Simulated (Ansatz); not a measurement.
**Which is lower?**

Two relaxed structures of B2SiH5, doublet (PBE0-D4/def2-TZVP; forces vanish, vibrations not checked).

A:

```xyz
8
angstrom
B -0.4566 1.2419 -0.9841
B 0.0552 0.2397 -0.0020
Si 0.7964 -1.0291 1.3183
H 0.6682 1.4326 -0.1676
H -0.7450 2.1209 -1.7135
H 0.8019 -0.4226 2.6777
H 2.1971 -1.3889 0.9655
H -0.0173 -2.2718 1.3566
```

B:

B1  (1.048, -0.361, 1.060)
B2  (-0.293, -0.534, 0.145)
Si3  (-0.880, 0.729, -1.184)
H4  (-2.100, 0.564, -2.011)
H5  (-0.179, 1.993, -1.519)
H6  (1.028, 0.193, 2.125)
H7  (2.117, -0.786, 0.713)
H8  (-1.003, -1.496, 0.263)
(Å)

Program: Ansatz 0.2.0. Basis: def2-TZVPP. Cores are frozen in the correlated methods; orbitals are unrestricted. B3LYP uses VWN-RPA correlation.

(1) Which structure is lower at CCSD(T), and by how much? (An estimate is asked for; the value comes from the calculation.)

The T1 diagnostic stays at or below 0.017. ⟨S²⟩ of the unrestricted Hartree–Fock references: 0.76 to 0.77 (a pure state has 0.75).

Results:

(1) Computed: B, by 1.48 kcal/mol (electronic energy, against the other). By their contacts, A is B₂SiH₅ ([SiH3][B]1[H][BH]1) and B is B₂SiH₅ ([BH2][BH][SiH2]).

All methods give the same order:

```csv
method,E(B) − E(A) (kcal/mol)
PBE-D4,-2.30
r2SCAN-D4,-1.38
PBE0-D4,-2.24
B3LYP-D4,-4.19
wB97M-V,-1.55
HF,-6.34
MP2,-0.66
CCSD,-2.34
CCSD(T),-1.48
```

Labels in which every atom is bracketed show which atoms are joined, not bond orders.

For scale, one of the runs: CCSD(T)/def2-TZVPP, 174 basis functions, launched by `ansatz run in.yaml --threads 2 --pin off --events-out ev --progress --plain --max-ram 4352MiB`. Time: 69 s of wall clock on 2 CPU threads of an Arm Neoverse V2; the host was shared. Peak host memory: 3.5 GiB.
